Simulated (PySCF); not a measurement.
# Solver options tried on PO

The same problem is solved with other solver options, one edit a run.

The runs use PySCF 2.14.0; each script names its method and basis.

2 further runs of the same task are left out: 2 that didn't finish.

### Step 1. The starting structure

PO: 2 atoms, charge 0, spin multiplicity 2.

Bond lengths: P1–O2 1.499 Å.

### Step 2. The run that the others are compared with

Input file input.py:

```python
from pyscf import gto, scf, tdscf

mol = gto.M(
    atom='P 0 0 0; O 0 0 1.499',
    basis='6-31g*',
    charge=0,
    spin=1,
    verbose=3,
)
mf = scf.UHF(mol)
mf = mf.newton()
mf.kernel()
td = tdscf.TDHF(mf)
td.nstates = 6
td.kernel()
td.analyze()
mf.dip_moment()
print('orbital energies (hartree):', [e[max(0, n-3):n+3].round(4) for e, n in zip(mf.mo_energy, mol.nelec)])
```

The run is started by

```
> python input.py
```

The log of this run is left out.

In short: E(SCF) = -415.544927 Eh, ⟨S²⟩ = 0.991, μ = 2.27 D, excitations 2.21, 3.90, 5.09, 5.63, 5.78 eV.

The bond length is a typed value, not an optimised one.

### Step 3. Damping 0.95

Variant 1 changes damping: none → 0.95.

Input file input.py:

```python
from pyscf import gto, scf, tdscf

mol = gto.M(
    atom='P 0 0 0; O 0 0 1.499',
    basis='6-31g*',
    charge=0,
    spin=1,
    verbose=3,
)
mf = scf.UHF(mol)
mf.damp = 0.95
mf.diis_start_cycle = 8
mf = mf.newton()
mf.kernel()
td = tdscf.TDHF(mf)
td.nstates = 6
td.kernel()
td.analyze()
mf.dip_moment()
print('orbital energies (hartree):', [e[max(0, n-3):n+3].round(4) for e, n in zip(mf.mo_energy, mol.nelec)])
```

The run is started by

```
> python input.py
```

### Step 4. Level shift 0.3 hartree

Variant 2 changes level shift: none → 0.3 hartree.

input.py, as its differences from that of step 2:

```diff
@@ -10,2 +10,3 @@
 mf = scf.UHF(mol)
+mf.level_shift = 0.3
 mf = mf.newton()
```

### Step 5. Initial guess hcore

Variant 3 changes initial guess: minao → hcore.

input.py, as its differences from that of step 2:

```diff
@@ -10,2 +10,3 @@
 mf = scf.UHF(mol)
+mf.init_guess = 'hcore'
 mf = mf.newton()
```

What does the calculation give? Wanted: for each run, E(SCF); from base; gap, α spin; SCF dipole; after the SCF.

**Answer**, as computed:

| run | E(SCF) (hartree) | from base (eV) | gap, α spin (eV) | SCF dipole (D) | after the SCF |
| --- | --- | --- | --- | --- | --- |
| base | -415.544927 | 0 | 10.18 | 2.27 | lowest root found 2.21 eV |
| damping 0.95 | -415.544927 | 0.0000 | 10.18 | 2.27 | lowest root found 2.21 eV |
| level shift 0.3 hartree | -415.544927 | 0.0000 | 10.18 | 2.27 | lowest root found 2.21 eV |
| initial guess hcore | -415.544927 | 0.0000 | 10.18 | 2.27 | lowest root found 2.21 eV |

The SCF energy stays the same, to the digits that matter, with damping 0.95 or level shift 0.3 hartree or initial guess hcore.
